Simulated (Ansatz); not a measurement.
## HAlGa, doublet: reading a ladder of total energies

Geometry: a point of a stretch scan, not a stationary point.

```xyz
3

Al    0.0000    0.0000    0.2842
Ga    0.0000    0.0000   -2.3863
H     0.0000    0.0000    2.1022
```

Basis 6-31G (Cartesian d functions); Ansatz 0.2.0. Correlated methods freeze the noble-gas cores and the filled d shells of p-block atoms, which leaves 7 electrons in 25 orbitals. R marks a restricted (for open shells ROHF) determinant. No spin–orbit coupling is included, and no scalar relativity.

Full CI is exact within this basis and frozen core; it isn't the basis-set limit.

Runs differ by some tens of microhartree through their thresholds and, for an open shell, their frozen cores, so steps under 0.03 kcal/mol mean nothing.

```
    level  total energy (hartree)
      RHF            -2165.329818
     RMP2            -2165.387751
    RCCSD            -2165.414926
 RCCSD(T)            -2165.417165
   RCCSDT            -2165.418164
RCCSDT(Q)            -2165.418305
  full CI            -2165.418354
```

What is the correlation energy at full CI, and what share of it do RMP2 and RCCSD(T) recover?

E(corr) = -2165.418354 − (-2165.329818) = -0.088536 hartree = -2.409 eV. RMP2: -0.057933 / -0.088536 = 65.43 %. RCCSD(T): -0.087347 / -0.088536 = 98.66 %.

By how many kcal/mol does RCCSD(T) miss full CI (1 hartree = 627.509 kcal/mol), and which steps make up the rest?

-2165.417165 − (-2165.418354) = 0.001189 hartree = 0.75 kcal/mol. Steps: RCCSDT − RCCSD(T) = -0.63, RCCSDT(Q) − RCCSDT = -0.09, full CI − RCCSDT(Q) = -0.03 kcal/mol. That is within 1 kcal/mol of the reference in this basis, which itself misses far more of the correlation at the basis-set limit.
